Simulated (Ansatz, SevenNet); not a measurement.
For CaB6-type LaB6, the machine-learned potential SevenNet-l3i5 (trained on PBE and PBE+U data) gives:

| Item | Value |
|---|---|
| equilibrium lattice constant a | 4.155 Å |
| bulk modulus B0 | 176 GPa |

**Question.** What does r²SCAN+SOC (PAW; Ansatz, a quantum-chemistry and plane-wave program) give for the same quantities?

**Answer.** 
- lattice constant a: 4.153 Å (stays essentially unchanged)
- bulk modulus: 180 GPa (grows by 2.3 %)

For comparison: lattice constant a 4.157 Å (measured, 296 K, no zero-point or thermal correction; as tabulated in Tsubota and Kitagawa (2017), doi:10.1038/s41598-017-15766-y); bulk modulus 164 ± 2 GPa (measured, room temperature, no zero-point or thermal correction, isothermal; as tabulated in LaB6 under pressure, Phys. Rev. B 80, 172104 (doi 10.1103/PhysRevB.80.172104)).

Changes are worked out from the printed values.

Unless a cell is named, each level is at its own relaxed cell (SevenNet-l3i5 10.25, r²SCAN+SOC 10.23 Å³/atom).

Ansatz's density-functional and Hartree–Fock values are scalar-relativistic unless marked +SOC, with PAW data made under PBE.
